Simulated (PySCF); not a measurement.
Work out the structure from these simulated measurements.

Formula: C4H5NO.

* 1H NMR: chemical shifts (computed TMS as zero) by class: 8.30 (1 H), 7.40 (2 H), 4.71 (1 H), 3.71 (1 H) ppm [GIAO KT2/pcSseg-2]
* UV, first state: lowest singlet excitation: 5.44 eV (228 nm, f = 0.024) [TDDFT CAM-B3LYP/def2-SVPD]
* Couplings: largest of the computed one-bond spin–spin couplings (means over like bonds): 13C–1H +237.1 (×2), 13C–1H +204.7, 13C–1H +194.3, 15N–1H -92.7, 13C–13C +53.1, 17O–13C +29.2, 13C–13C +17.1 (×2), 15N–13C -14.9 Hz [B3LYP/pcJ-1, spin–dipole term left out for some pairs]
* 13C NMR: chemical shifts (computed TMS as zero) by class: 153.1 (1 C), 118.3 (2 C), 27.3 (1 C) ppm [GIAO KT2/pcSseg-2]
* Polarisability: 57.5 au [CAM-B3LYP/def2-SVPD]
* UV, strongest line: among the 10 lowest singlet transitions: S6 at 7.32 eV (169 nm, f = 0.220) [TDDFT CAM-B3LYP/def2-SVPD]
* Triplet: lowest triplet excitation (Tamm–Dancoff): 4.35 eV [TDA CAM-B3LYP/def2-SVPD]
* NMR, other nuclei: isotropic shieldings of nuclei other than C and H, by class: 90 (1 N), -57 (1 O) ppm [GIAO KT2/pcSseg-2]
* Valence photoelectron: vertical ionisation energy: 9.34 eV [ΔSCF CAM-B3LYP/def2-SVPD]
* Rotational structure: rotational constants A, B, C: 12.824, 2.076, 2.004 GHz [PBE0-D3(BJ)/def2-SVP]

Gas-phase values; electronic properties from PySCF, density fitting. Levels stand in brackets. Isolated species at its PBE0-D3(BJ)/def2-SVP geometry (one conformer only). NMR values are class means; diastereotopic atoms form classes of their own.

Question: Give a SMILES that accounts for the data.

Answer: Numbering: `[O:1]=[CH:2][NH:3][CH:4]1[CH:5]=[CH:6]1`. Its formula, C4H5NO, gives 3 degrees of unsaturation: 1 ring and 2 π bonds in the structure found. 4 carbons fall into 3 classes; from least to most shielded: amide carbonyl carbon [C2] (153.1 ppm), alkene CH carbon [C5/C6] (118.3 ppm, 2 C), ring sp3 carbon bound to nitrogen [C4] (27.3 ppm). Hydrogen classes from least to most shielded: 1 H on an amide carbonyl carbon, C2 (8.30 ppm), 2 H on 2 alkene CH carbons, C5/C6 (7.40 ppm), 1 H on an sp3 carbon bound to nitrogen, C4 (4.71 ppm), 1 H on an amide nitrogen, N3 (3.71 ppm). The other shieldings belong to: 90 ppm, amide nitrogen [N3]; -57 ppm, amide oxygen [O1]. The couplings run between: +237.1 Hz, alkene CH carbon [C5] and its hydrogen (with 1 like pair); +204.7 Hz, sp3 carbon bound to nitrogen [C4] and its hydrogen; +194.3 Hz, amide carbonyl carbon [C2] and its hydrogen; -92.7 Hz, amide nitrogen [N3] and its hydrogen; +53.1 Hz, alkene CH carbon [C5] and alkene CH carbon [C6]; +29.2 Hz, amide oxygen [O1] and amide carbonyl carbon [C2]; +17.1 Hz, sp3 carbon bound to nitrogen [C4] and alkene CH carbon [C5] (with 1 like pair); -14.9 Hz, amide nitrogen [N3] and amide carbonyl carbon [C2]. The first electron is taken from the HOMO, whose largest Löwdin shares are 0.36 on the amide nitrogen, 0.20 on the amide oxygen and 0.13 on the sp3 carbon bound to nitrogen. The optimised geometry has point group Cs and is an asymmetric top. Structure: `O=CNC1C=C1`. Computed isomers that give other values at the same levels: `O=C=NC1CC1` (rotational constant A: 11.423 GHz; this holds for the one conformer computed); `Cc1ccon1` (13C chemical shifts (computed TMS as zero) by class: 155.1 (1 C), 154.9 (1 C), 102.9 (1 C), 12.3 (1 C) ppm); `CC(=O)CC#N` (13C chemical shifts (computed TMS as zero) by class: 195.5 (1 C), 112.0 (1 C), 32.0 (1 C), 30.2 (1 C) ppm). The assignments are read from this structure; whether some other isomer fits the data as well wasn't checked.

Conformer computed: `[O:1]=[CH:2][NH:3][CH:4]1[CH:5]=[CH:6]1`: O1–C2–N3–C4 0°, C2–N3–C4–C5 150°.
